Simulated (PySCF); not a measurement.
# 1,1-difluoroethane (C₂H₄F₂): spin-spin couplings at several levels of theory, part 2 of 2

PySCF 2.14.0. Atoms count from 0. The steps go on from the part before.

## 7. Indirect couplings: CAM-B3LYP/pcJ-1

What the job is given:

```
{"job": {"kind": "j", "xc": "CAM-B3LYP", "basis": "pcJ-1"}, "charge": 0, "multiplicity": 1}
C     -0.678073    -0.125410    -0.364699
C      0.607089     0.081699     0.381244
F      1.615909    -0.578550    -0.235089
F      0.932576     1.395974     0.399670
H     -0.562376     0.245399    -1.393090
H     -0.930766    -1.194144    -0.394760
H     -1.494934     0.422042     0.124929
H      0.565267    -0.269638     1.428400
```

Method: CAM-B3LYP/pcJ-1 indirect spin-spin coupling, non-relativistic, gas phase.

The log of the run:

```text
coarse grid: 6824 points
cycle   1  E = -278.1022251120  dE =  3.957e-01  |g| = 7.293e-01  |ddm| = 2.015e+00
cycle   2  E = -278.0736101510  dE =  2.861e-02  |g| = 9.137e-01  |ddm| = 7.394e-01
cycle   3  E = -278.1892339319  dE = -1.156e-01  |g| = 4.570e-02  |ddm| = 3.978e-01
cycle   4  E = -278.1895282945  dE = -2.944e-04  |g| = 2.129e-02  |ddm| = 3.241e-02
cycle   5  E = -278.1896184466  dE = -9.015e-05  |g| = 3.398e-03  |ddm| = 1.497e-02
cycle   6  E = -278.1896211257  dE = -2.679e-06  |g| = 4.044e-04  |ddm| = 2.541e-03
final grid: 67112 points
cycle   7  E = -278.2267402564  dE = -1.081e-04  |g| = 4.681e-03  |ddm| = 8.128e-03
cycle   8  E = -278.2267393790  dE =  8.775e-07  |g| = 5.302e-03  |ddm| = 4.697e-03
cycle   9  E = -278.2267434796  dE = -4.101e-06  |g| = 3.491e-04  |ddm| = 2.352e-03
cycle  10  E = -278.2267434910  dE = -1.146e-08  |g| = 1.828e-04  |ddm| = 2.753e-04
cycle  11  E = -278.2267434979  dE = -6.861e-09  |g| = 1.188e-05  |ddm| = 1.092e-04
cycle  12  E = -278.2267434979  dE = -3.769e-11  |g| = 5.185e-06  |ddm| = 1.599e-05
converged SCF energy = -278.2267434979

Indirect spin-spin couplings (Hz)
  i      j    bonds     total        FC       PSO       DSO        SD
  0 C    1 C    1     49.438    49.396    -1.361     0.274     1.129
  0 C    2 F    2     24.279    27.351    -3.720    -0.115     0.763
  0 C    3 F    2     24.140    27.176    -3.701    -0.116     0.781
  0 C    4 H    1    133.262   131.422     1.002     0.723     0.114
  0 C    5 H    1    131.789   129.876     1.124     0.681     0.108
  0 C    6 H    1    131.814   129.900     1.124     0.681     0.109
  0 C    7 H    2      6.943     7.073     0.046    -0.205     0.030
  1 C    2 F    1   -283.698  -288.824   -10.171     0.956    14.340
  1 C    3 F    1   -284.006  -289.071   -10.212     0.956    14.321
  1 C    4 H    2     -8.827    -8.813    -0.108     0.023     0.071
  1 C    5 H    2     -1.483    -1.500    -0.114     0.037     0.094
  1 C    6 H    2     -1.435    -1.452    -0.113     0.036     0.095
  1 C    7 H    1    182.360   181.737    -0.952     1.399     0.176
  2 F    3 F    2    259.346    54.752   121.577    -0.813    83.831
  2 F    4 H    3     12.468    13.035     0.086    -0.261    -0.393
  2 F    5 H    3      2.184     1.270     1.513    -0.322    -0.277
  2 F    6 H    3     45.471    47.165     0.715    -2.255    -0.154
  2 F    7 H    2     62.848    65.757     1.790    -1.124    -3.576
  3 F    4 H    3     12.481    13.041     0.095    -0.262    -0.393
  3 F    5 H    3     45.229    46.929     0.709    -2.255    -0.155
  3 F    6 H    3      2.048     1.130     1.518    -0.332    -0.268
  3 F    7 H    2     62.970    65.884     1.786    -1.125    -3.575
  4 H    5 H    2    -14.360   -14.698     2.576    -2.464     0.226
  4 H    6 H    2    -14.327   -14.665     2.580    -2.468     0.226
  4 H    7 H    3     11.678    11.811     2.848    -2.994     0.013
  5 H    6 H    2    -14.742   -15.083     2.684    -2.573     0.230
  5 H    7 H    3      1.986     1.956     0.396    -0.461     0.094
  6 H    7 H    3      1.989     1.960     0.398    -0.463     0.094
```

It took 15 s on 1 thread of Arm Neoverse V2, shared host; peak memory 0.62 GiB.

Key values: J(C1,F2) -283.9 Hz, J(F2,F3) 259.3 Hz, J(C1,H7) 182.4 Hz (means over like pairs).

## 8. Indirect couplings: BHandHLYP/pcJ-1

Settings changed since step 7:

```diff
@@ -1,2 +1,2 @@
-{"job": {"kind": "j", "xc": "CAM-B3LYP", "basis": "pcJ-1"}, "charge": 0, "multiplicity": 1}
+{"job": {"kind": "j", "xc": "BHandHLYP", "basis": "pcJ-1"}, "charge": 0, "multiplicity": 1}
 C     -0.678073    -0.125410    -0.364699
```

Level: BHandHLYP/pcJ-1 indirect spin-spin coupling, non-relativistic, gas phase.

The log of the run:

```text
coarse grid: 6824 points
cycle   1  E = -278.0811325703  dE =  3.918e-01  |g| = 6.899e-01  |ddm| = 2.002e+00
cycle   2  E = -278.0804880782  dE =  6.445e-04  |g| = 7.565e-01  |ddm| = 6.509e-01
cycle   3  E = -278.1621945999  dE = -8.171e-02  |g| = 3.974e-02  |ddm| = 3.406e-01
cycle   4  E = -278.1624359747  dE = -2.414e-04  |g| = 1.901e-02  |ddm| = 2.972e-02
cycle   5  E = -278.1625111697  dE = -7.520e-05  |g| = 3.295e-03  |ddm| = 1.466e-02
cycle   6  E = -278.1625136715  dE = -2.502e-06  |g| = 4.084e-04  |ddm| = 2.314e-03
final grid: 67112 points
cycle   7  E = -278.1866003391  dE = -4.783e-05  |g| = 3.384e-03  |ddm| = 6.515e-03
cycle   8  E = -278.1866003396  dE = -5.314e-10  |g| = 3.441e-03  |ddm| = 3.437e-03
cycle   9  E = -278.1866021613  dE = -1.822e-06  |g| = 2.141e-04  |ddm| = 1.589e-03
cycle  10  E = -278.1866021660  dE = -4.687e-09  |g| = 1.151e-04  |ddm| = 1.750e-04
cycle  11  E = -278.1866021687  dE = -2.697e-09  |g| = 7.078e-06  |ddm| = 7.025e-05
cycle  12  E = -278.1866021687  dE = -1.376e-11  |g| = 2.697e-06  |ddm| = 8.697e-06
converged SCF energy = -278.1866021687

Indirect spin-spin couplings (Hz)
  i      j    bonds     total        FC       PSO       DSO        SD
  0 C    1 C    1     58.997    58.911    -1.330     0.273     1.143
  0 C    2 F    2     28.197    31.070    -3.482    -0.115     0.724
  0 C    3 F    2     28.074    30.911    -3.462    -0.116     0.741
  0 C    4 H    1    145.777   144.068     0.952     0.714     0.042
  0 C    5 H    1    144.077   142.301     1.070     0.673     0.034
  0 C    6 H    1    144.102   142.326     1.070     0.672     0.034
  0 C    7 H    2      5.665     5.785     0.056    -0.207     0.032
  1 C    2 F    1   -253.009  -259.819    -8.768     0.957    14.622
  1 C    3 F    1   -253.293  -260.043    -8.809     0.956    14.603
  1 C    4 H    2    -10.922   -10.925    -0.094     0.022     0.076
  1 C    5 H    2     -3.125    -3.152    -0.106     0.036     0.097
  1 C    6 H    2     -3.074    -3.100    -0.106     0.034     0.098
  1 C    7 H    1    197.950   197.419    -0.922     1.382     0.071
  2 F    3 F    2    316.147   119.292   115.536    -0.812    82.131
  2 F    4 H    3     11.932    12.501     0.116    -0.264    -0.421
  2 F    5 H    3      2.575     1.695     1.514    -0.327    -0.307
  2 F    6 H    3     49.734    51.351     0.834    -2.256    -0.195
  2 F    7 H    2     67.866    70.795     1.980    -1.133    -3.776
  3 F    4 H    3     11.943    12.505     0.124    -0.265    -0.421
  3 F    5 H    3     49.489    51.110     0.828    -2.256    -0.194
  3 F    6 H    3      2.427     1.542     1.519    -0.336    -0.298
  3 F    7 H    2     68.001    70.934     1.977    -1.134    -3.775
  4 H    5 H    2    -17.353   -17.692     2.576    -2.483     0.246
  4 H    6 H    2    -17.316   -17.656     2.580    -2.487     0.246
  4 H    7 H    3     12.512    12.644     2.853    -3.000     0.015
  5 H    6 H    2    -17.694   -18.037     2.685    -2.592     0.250
  5 H    7 H    3      2.110     2.077     0.404    -0.470     0.098
  6 H    7 H    3      2.113     2.080     0.406    -0.471     0.098
```

Wall time 13 s (1 thread of Arm Neoverse V2, shared host); peak memory 0.62 GiB.

This run: J(F2,F3) 316.1 Hz, J(C1,F2) -253.2 Hz, J(C1,H7) 197.9 Hz (means over like pairs).

## 9. J couplings: B3LYP/pcJ-0

Settings changed since step 8:

```diff
@@ -1,2 +1,2 @@
-{"job": {"kind": "j", "xc": "BHandHLYP", "basis": "pcJ-1"}, "charge": 0, "multiplicity": 1}
+{"job": {"kind": "j", "xc": "B3LYP", "basis": "pcJ-0"}, "charge": 0, "multiplicity": 1}
 C     -0.678073    -0.125410    -0.364699
```

With the program's defaults for keys left out, this is: B3LYP/pcJ-0 indirect spin-spin coupling, non-relativistic, gas phase.

The log of the run:

```text
coarse grid: 6824 points
cycle   1  E = -277.7133021625  dE =  1.084e-01  |g| = 7.308e-01  |ddm| = 2.489e+00
cycle   2  E = -277.6509787610  dE =  6.232e-02  |g| = 1.000e+00  |ddm| = 1.136e+00
cycle   3  E = -277.8088121873  dE = -1.578e-01  |g| = 4.891e-02  |ddm| = 6.187e-01
cycle   4  E = -277.8091527364  dE = -3.405e-04  |g| = 3.270e-02  |ddm| = 7.023e-02
cycle   5  E = -277.8094002471  dE = -2.475e-04  |g| = 2.962e-03  |ddm| = 2.962e-02
cycle   6  E = -277.8094021471  dE = -1.900e-06  |g| = 5.516e-04  |ddm| = 3.357e-03
final grid: 67112 points
cycle   7  E = -277.7465382250  dE = -7.540e-05  |g| = 3.698e-03  |ddm| = 6.151e-03
cycle   8  E = -277.7465379183  dE =  3.066e-07  |g| = 2.799e-03  |ddm| = 4.511e-03
cycle   9  E = -277.7465395397  dE = -1.621e-06  |g| = 8.922e-04  |ddm| = 3.049e-03
cycle  10  E = -277.7465396831  dE = -1.435e-07  |g| = 1.927e-04  |ddm| = 6.836e-04
cycle  11  E = -277.7465396888  dE = -5.696e-09  |g| = 1.699e-05  |ddm| = 1.271e-04
cycle  12  E = -277.7465396889  dE = -5.986e-11  |g| = 4.771e-06  |ddm| = 1.881e-05
converged SCF energy = -277.7465396889

Indirect spin-spin couplings (Hz)
  i      j    bonds     total        FC       PSO       DSO        SD
  0 C    1 C    1     33.955    33.992    -1.284     0.282     0.965
  0 C    2 F    2     10.118    12.587    -3.370    -0.072     0.973
  0 C    3 F    2      9.993    12.422    -3.346    -0.073     0.991
  0 C    4 H    1    117.055   115.370     0.973     0.825    -0.113
  0 C    5 H    1    114.942   113.173     1.100     0.786    -0.117
  0 C    6 H    1    114.961   113.192     1.100     0.785    -0.116
  0 C    7 H    2      6.063     6.209    -0.010    -0.175     0.039
  1 C    2 F    1   -402.372  -402.117   -14.217     1.124    12.837
  1 C    3 F    1   -402.555  -402.231   -14.266     1.124    12.818
  1 C    4 H    2     -7.532    -7.593    -0.048     0.049     0.060
  1 C    5 H    2     -1.554    -1.549    -0.140     0.058     0.076
  1 C    6 H    2     -1.521    -1.516    -0.139     0.057     0.077
  1 C    7 H    1    153.774   153.228    -0.679     1.503    -0.279
  2 F    3 F    2    185.646   -49.645   140.002    -0.502    95.792
  2 F    4 H    3      8.608     8.149     0.973    -0.154    -0.359
  2 F    5 H    3     -0.632    -2.067     1.925    -0.215    -0.276
  2 F    6 H    3     38.680    39.400     1.470    -2.122    -0.069
  2 F    7 H    2     45.922    46.829     3.255    -0.811    -3.351
  3 F    4 H    3      8.630     8.161     0.984    -0.156    -0.359
  3 F    5 H    3     38.431    39.148     1.472    -2.121    -0.068
  3 F    6 H    3     -0.710    -2.146     1.931    -0.225    -0.270
  3 F    7 H    2     45.985    46.905     3.242    -0.813    -3.349
  4 H    5 H    2    -13.477   -13.187     1.485    -2.230     0.455
  4 H    6 H    2    -13.447   -13.155     1.487    -2.234     0.455
  4 H    7 H    3     10.734    11.790     1.816    -2.880     0.009
  5 H    6 H    2    -14.071   -13.750     1.551    -2.331     0.459
  5 H    7 H    3      1.730     1.825     0.175    -0.375     0.105
  6 H    7 H    3      1.731     1.827     0.176    -0.376     0.104
```

Wall time 3.9 s (1 thread of Arm Neoverse V2, shared host); peak memory 0.41 GiB.

This run: J(C1,F2) -402.5 Hz, J(F2,F3) 185.6 Hz, J(C1,H7) 153.8 Hz (means over like pairs).

## 10. Indirect couplings: B3LYP/pcJ-2

Settings changed since step 9:

```diff
@@ -1,2 +1,2 @@
-{"job": {"kind": "j", "xc": "B3LYP", "basis": "pcJ-0"}, "charge": 0, "multiplicity": 1}
+{"job": {"kind": "j", "xc": "B3LYP", "basis": "pcJ-2"}, "charge": 0, "multiplicity": 1}
 C     -0.678073    -0.125410    -0.364699
```

Method: B3LYP/pcJ-2 indirect spin-spin coupling, non-relativistic, gas phase.

The log of the run:

```text
coarse grid: 6824 points
cycle   1  E = -278.3635849272  dE =  3.540e-01  |g| = 7.304e-01  |ddm| = 1.669e+00
cycle   2  E = -278.2651561551  dE =  9.843e-02  |g| = 1.120e+00  |ddm| = 7.430e-01
cycle   3  E = -278.4459064805  dE = -1.808e-01  |g| = 7.722e-02  |ddm| = 4.486e-01
cycle   4  E = -278.4468256035  dE = -9.191e-04  |g| = 3.544e-02  |ddm| = 4.723e-02
cycle   5  E = -278.4470953113  dE = -2.697e-04  |g| = 3.606e-03  |ddm| = 1.765e-02
cycle   6  E = -278.4470974599  dE = -2.149e-06  |g| = 5.036e-04  |ddm| = 1.801e-03
final grid: 67112 points
cycle   7  E = -278.4459007093  dE = -1.121e-04  |g| = 6.381e-03  |ddm| = 3.037e-02
cycle   8  E = -278.4458941133  dE =  6.596e-06  |g| = 8.992e-03  |ddm| = 5.578e-03
cycle   9  E = -278.4459070622  dE = -1.295e-05  |g| = 7.297e-04  |ddm| = 3.442e-03
cycle  10  E = -278.4459071136  dE = -5.131e-08  |g| = 3.701e-04  |ddm| = 4.927e-04
cycle  11  E = -278.4459071415  dE = -2.797e-08  |g| = 3.819e-05  |ddm| = 1.955e-04
cycle  12  E = -278.4459071418  dE = -2.560e-10  |g| = 8.874e-06  |ddm| = 2.259e-05
converged SCF energy = -278.4459071418

Indirect spin-spin couplings (Hz)
  i      j    bonds     total        FC       PSO       DSO        SD
  0 C    1 C    1     46.617    46.712    -1.490     0.275     1.120
  0 C    2 F    2     23.558    27.046    -4.004    -0.120     0.635
  0 C    3 F    2     23.416    26.868    -3.984    -0.121     0.653
  0 C    4 H    1    135.034   133.166     1.068     0.706     0.094
  0 C    5 H    1    133.931   131.981     1.195     0.664     0.091
  0 C    6 H    1    133.961   132.011     1.195     0.664     0.091
  0 C    7 H    2      7.720     7.875     0.017    -0.205     0.033
  1 C    2 F    1   -305.212  -307.549   -12.569     0.925    13.981
  1 C    3 F    1   -305.521  -307.799   -12.610     0.925    13.963
  1 C    4 H    2     -8.934    -8.926    -0.123     0.023     0.092
  1 C    5 H    2     -1.084    -1.111    -0.133     0.037     0.122
  1 C    6 H    2     -1.038    -1.064    -0.132     0.036     0.122
  1 C    7 H    1    186.565   185.976    -1.028     1.391     0.226
  2 F    3 F    2    234.633    46.269   108.734    -0.863    80.493
  2 F    4 H    3     13.084    13.838    -0.010    -0.273    -0.471
  2 F    5 H    3      2.037     1.278     1.386    -0.335    -0.291
  2 F    6 H    3     48.267    50.180     0.500    -2.272    -0.142
  2 F    7 H    2     66.366    69.558     1.827    -1.160    -3.859
  3 F    4 H    3     13.096    13.843    -0.001    -0.274    -0.472
  3 F    5 H    3     48.027    49.943     0.497    -2.271    -0.142
  3 F    6 H    3      1.906     1.139     1.393    -0.345    -0.281
  3 F    7 H    2     66.492    69.689     1.823    -1.161    -3.859
  4 H    5 H    2    -14.044   -14.701     2.781    -2.482     0.358
  4 H    6 H    2    -14.011   -14.667     2.784    -2.486     0.358
  4 H    7 H    3     11.862    11.913     2.931    -3.001     0.020
  5 H    6 H    2    -14.340   -15.003     2.893    -2.592     0.362
  5 H    7 H    3      1.973     1.893     0.461    -0.467     0.085
  6 H    7 H    3      1.975     1.896     0.463    -0.469     0.085
```

Wall time 36 s (1 thread of Arm Neoverse V2, shared host); peak memory 0.98 GiB.

Key values: J(C1,F2) -305.4 Hz, J(F2,F3) 234.6 Hz, J(C1,H7) 186.6 Hz (means over like pairs).

## 11. Spin-spin couplings: B3LYP/aug-cc-pVTZ-J

Settings changed since step 10:

```diff
@@ -1,2 +1,2 @@
-{"job": {"kind": "j", "xc": "B3LYP", "basis": "pcJ-2"}, "charge": 0, "multiplicity": 1}
+{"job": {"kind": "j", "xc": "B3LYP", "basis": "aug-cc-pVTZ-J"}, "charge": 0, "multiplicity": 1}
 C     -0.678073    -0.125410    -0.364699
```

Method: B3LYP/aug-cc-pVTZ-J indirect spin-spin coupling, non-relativistic, gas phase.

The log of the run:

```text
coarse grid: 6824 points
cycle   1  E = -278.3535880585  dE =  3.536e-01  |g| = 7.198e-01  |ddm| = 2.839e+00
cycle   2  E = -278.2570751732  dE =  9.651e-02  |g| = 1.106e+00  |ddm| = 1.146e+00
cycle   3  E = -278.4339935098  dE = -1.769e-01  |g| = 7.744e-02  |ddm| = 6.839e-01
cycle   4  E = -278.4349154130  dE = -9.219e-04  |g| = 3.529e-02  |ddm| = 8.212e-02
cycle   5  E = -278.4351820305  dE = -2.666e-04  |g| = 3.550e-03  |ddm| = 2.955e-02
cycle   6  E = -278.4351841437  dE = -2.113e-06  |g| = 4.425e-04  |ddm| = 2.900e-03
final grid: 67112 points
cycle   7  E = -278.4329057548  dE = -1.519e-04  |g| = 7.550e-03  |ddm| = 1.444e-01
cycle   8  E = -278.4328960957  dE =  9.659e-06  |g| = 1.082e-02  |ddm| = 1.287e-02
cycle   9  E = -278.4329137732  dE = -1.768e-05  |g| = 7.369e-04  |ddm| = 6.837e-03
cycle  10  E = -278.4329138213  dE = -4.812e-08  |g| = 3.949e-04  |ddm| = 7.415e-04
cycle  11  E = -278.4329138548  dE = -3.351e-08  |g| = 4.152e-05  |ddm| = 3.364e-04
cycle  12  E = -278.4329138552  dE = -3.265e-10  |g| = 6.278e-06  |ddm| = 3.583e-05
converged SCF energy = -278.4329138552

Indirect spin-spin couplings (Hz)
  i      j    bonds     total        FC       PSO       DSO        SD
  0 C    1 C    1     47.172    47.371    -1.458     0.274     0.985
  0 C    2 F    2     24.069    27.539    -3.879    -0.115     0.524
  0 C    3 F    2     23.916    27.352    -3.861    -0.116     0.540
  0 C    4 H    1    136.469   134.747     0.989     0.716     0.017
  0 C    5 H    1    135.422   133.620     1.113     0.675     0.014
  0 C    6 H    1    135.454   133.651     1.113     0.674     0.015
  0 C    7 H    2      7.826     8.003    -0.012    -0.203     0.039
  1 C    2 F    1   -311.964  -313.091   -12.064     0.949    12.242
  1 C    3 F    1   -312.277  -313.349   -12.102     0.949    12.225
  1 C    4 H    2     -9.060    -9.032    -0.145     0.024     0.092
  1 C    5 H    2     -1.089    -1.097    -0.148     0.037     0.120
  1 C    6 H    2     -1.041    -1.049    -0.147     0.035     0.120
  1 C    7 H    1    188.890   188.427    -1.075     1.396     0.142
  2 F    3 F    2    223.999    49.850   103.210    -0.820    71.758
  2 F    4 H    3     13.130    13.991    -0.145    -0.260    -0.457
  2 F    5 H    3      1.848     1.259     1.197    -0.321    -0.287
  2 F    6 H    3     48.880    50.864     0.384    -2.256    -0.111
  2 F    7 H    2     67.051    70.257     1.501    -1.122    -3.585
  3 F    4 H    3     13.144    13.999    -0.136    -0.261    -0.458
  3 F    5 H    3     48.639    50.625     0.382    -2.256    -0.112
  3 F    6 H    3      1.713     1.117     1.204    -0.331    -0.277
  3 F    7 H    2     67.179    70.390     1.497    -1.123    -3.585
  4 H    5 H    2    -14.314   -14.829     2.626    -2.459     0.348
  4 H    6 H    2    -14.280   -14.795     2.629    -2.462     0.348
  4 H    7 H    3     11.758    11.920     2.808    -2.992     0.023
  5 H    6 H    2    -14.621   -15.142     2.738    -2.568     0.350
  5 H    7 H    3      1.950     1.917     0.408    -0.460     0.085
  6 H    7 H    3      1.952     1.919     0.410    -0.462     0.085
```

It took 30 s on 1 thread of Arm Neoverse V2, shared host; peak memory 0.85 GiB.

This run: J(C1,F2) -312.1 Hz, J(F2,F3) 224.0 Hz, J(C1,H7) 188.9 Hz (means over like pairs).

## 12. Comparing the runs: spin-spin couplings

Couplings (Hz), each a mean over the pairs like the one named, with basis size and wall time:

| run | C1–F2 | F2–F3 | C1–H7 | C0–H4 | F2–H7 | C0–C1 | C0–F2 | functions | time |
| --- | --- | --- | --- | --- | --- | --- | --- | --- | --- |
| LDA/pcJ-1 | -318.0 | 185.6 | 143.2 | 102.7 | 50.1 | 31.1 | 14.7 | 148 | 5 s |
| PBE/pcJ-1 | -328.3 | 207.1 | 169.3 | 123.1 | 59.8 | 42.3 | 19.9 | 148 | 8.2 s |
| KT2/pcJ-1 | -327.8 | 175.4 | 181.6 | 129.1 | 64.1 | 32.3 | 13.3 | 148 | 8.8 s |
| PBE0/pcJ-1 | -292.2 | 263.4 | 175.6 | 126.9 | 61.0 | 47.7 | 23.5 | 148 | 12 s |
| B97-2/pcJ-1 | -287.0 | 234.4 | 168.3 | 121.4 | 55.5 | 46.8 | 21.7 | 148 | 12 s |
| CAM-B3LYP/pcJ-1 | -283.9 | 259.3 | 182.4 | 132.3 | 62.9 | 49.4 | 24.2 | 148 | 15 s |
| BHandHLYP/pcJ-1 | -253.2 | 316.1 | 197.9 | 144.7 | 67.9 | 59.0 | 28.1 | 148 | 13 s |
| B3LYP/pcJ-0 | -402.5 | 185.6 | 153.8 | 115.7 | 46.0 | 34.0 | 10.1 | 64 | 3.9 s |
| B3LYP/pcJ-2 | -305.4 | 234.6 | 186.6 | 134.3 | 66.4 | 46.6 | 23.5 | 300 | 36 s |
| B3LYP/aug-cc-pVTZ-J | -312.1 | 224.0 | 188.9 | 135.8 | 67.1 | 47.2 | 24.0 | 264 | 30 s |

## 13. Outcome

This closing draws on all 2 parts.

```
                                 quantity                                            value
largest coupling of the table (LDA/pcJ-1)  1J(C,F) C1–F2, -318.0 Hz (mean over like pairs)
  range of J(C1,F2), mean over like pairs                              -402.5 to -253.2 Hz
```

Single values in the summary come from the first sound run of each kind (LDA/pcJ-1), which need not be the best level. Of the pairs tabulated at LDA/pcJ-1, C1–F2 (mean over like pairs) couples most strongly (-318.0 Hz; Fermi contact -318.0 Hz). Density functionals describe couplings to fluorine poorly, F–F couplings above all, so those rows are rough. The coupling C1–F2, as a mean over pairs of its kind, runs from -402.5 Hz (B3LYP/pcJ-0) to -253.2 Hz (BHandHLYP/pcJ-1).
